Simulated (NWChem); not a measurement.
System: Cl cation, triplet

The following NWChem deck was run.

```
start job
memory heap 200 mb stack 700 mb global 900 mb
charge 1
geometry units angstroms noautoz
  Cl     0.000000     0.000000     0.000000
end
basis spherical
  Cl library 3-21g
end
dft
  odft
  mult 3
  xc pbe0
  iterations 150
  mulliken
end
task dft energy
```

The open p shell is one determinant without spherical averaging. No stability test was run on the SCF state.

Question: Predict the main results of this run. (PBE0/3-21G, spin-unrestricted.) Quantities: basis functions; energy (Ha); highest occupied level (eV); lowest empty minus highest occupied level, either spin (eV); <S²>.

Answer: 
| Quantity | Result |
|---|---|
| number of basis functions | 13 |
| energy (Ha) | -457.30 |
| highest occupied level (eV) | -19.81 |
| lowest empty minus highest occupied level, either spin (eV) | 3.34 |
| <S²> | 2.00 |
